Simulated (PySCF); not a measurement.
PySCF input for methoxyethane (C3H8O), SMILES C(C)OC, SMD-M06-2X/def2-SVP. Geometry optimised at B3LYP-D3(BJ)/def2-SVP. Other conformers were not sampled.

```python
import numpy as np
from pyscf import gto, scf, dft
from pyscf.solvent import smd

mol = gto.M(
    atom='''
    C     1.47604757    0.58191651    0.39143698
    C     0.65780457   -0.59252388   -0.13733284
    O    -0.58027924   -0.22002708   -0.70107978
    C    -1.56507040    0.14618706    0.22651945
    H     2.46571889    0.23599807    0.73057745
    H     1.62333740    1.33281129   -0.40071402
    H     0.98771961    1.07668569    1.24567969
    H     1.21323137   -1.09769256   -0.94400025
    H     0.50189771   -1.34055233    0.66907741
    H    -1.31833653    1.07461217    0.77833336
    H    -1.74518235   -0.65361530    0.97487256
    H    -2.49884271    0.31849160   -0.32892954
    ''',
    basis='def2-SVP',
    charge=0,
    spin=0,
    max_memory=1600,
    verbose=3,
)
mf = dft.RKS(mol, xc='m06-2x').density_fit(auxbasis='def2-universal-jkfit')
mf.grids.level = 4
mf.conv_tol = 1e-9
mf.max_cycle = 100
mf.kernel()
res = {}
for name in ['water', 'acetonitrile', 'ethylethanoate']:
    s = mf.SMD()
    s.with_solvent.solvent, s.with_solvent.sasa_ng = name, 194
    s.kernel(mf.make_rdm1())
    res[name] = (s.e_tot, s.with_solvent.get_cds(), s.dip_moment(), s.mo_energy, s.converged)
    print(f'SMD {name}: dG(solv) = {(s.e_tot - mf.e_tot) * 627.509474:.3f} kcal/mol, of which CDS {res[name][1] * 627.509474:.3f}')
```

It prints:

```
converged SCF energy = -194.091016962134
converged SCF energy = -194.092905991102
Dipole moment(X, Y, Z, Debye):  0.37828,  0.05442,  1.82750
SMD water: dG(solv) = -1.185 kcal/mol, of which CDS 3.283
converged SCF energy = -194.0951062522
Dipole moment(X, Y, Z, Debye):  0.33403,  0.05145,  1.63517
SMD acetonitrile: dG(solv) = -2.566 kcal/mol, of which CDS -0.065
converged SCF energy = -194.095045238611
Dipole moment(X, Y, Z, Debye):  0.32174,  0.06087,  1.53904
SMD ethylethanoate: dG(solv) = -2.528 kcal/mol, of which CDS -0.711
```

The calculation finished and met its thresholds.

Cost: very roughly 80 core-seconds.
